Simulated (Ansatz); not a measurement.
Relaxation of AlFH3N (6 atoms, charge 0, multiplicity 1), to a largest force component of 0.03 eV/Å in at most 50 steps.

Method: RKS r2SCAN-D4/def2-SVPD (Ansatz).

```xyz
6
Properties=species:S:1:pos:R:3:forces:R:3
Al 0.187 -0.025 0.236 2.47 0.00 0.18
H 0.519 -0.622 1.622 -1.30 -0.42 0.84
N 2.010 0.129 0.014 -1.15 0.31 -0.94
H 2.532 -0.310 0.768 -0.08 0.10 -0.09
H 2.630 0.448 -0.722 0.01 0.00 0.02
F -1.127 0.381 -0.709 0.03 0.01 0.00
```

Problem. Where does it end, and by what steps?

Solution. The run converged. After 7 steps the energy has fallen by 0.699 eV; H2 moved furthest, 0.66 Å.

```
step  energy less start (eV)  largest force component (eV/Å)  accepted
   0                  0.0000                           2.475       yes
   1                 -0.3912                           1.575       yes
   2                 -0.5844                           0.571       yes
   3                 -0.6707                           0.341       yes
   4                 -0.6581                           0.509        no
   5                 -0.6936                           0.136       yes
   6                 -0.6986                           0.098       yes
   7                 -0.6987                           0.007       yes
```

```xyz
6
Properties=species:S:1:pos:R:3
Al 0.356 -0.105 0.427
H -0.109 -0.726 1.792
N 2.058 0.100 -0.012
H 2.839 -0.164 0.577
H 2.396 0.496 -0.881
F -0.790 0.399 -0.694
```

Whether the end is a true minimum wasn't checked by a vibrational analysis.

Time of the run: 8.1 s on 2 threads of Intel(R) Xeon(R) 6975P-C (Granite Rapids) (shared host), peak memory 0.18 GiB.
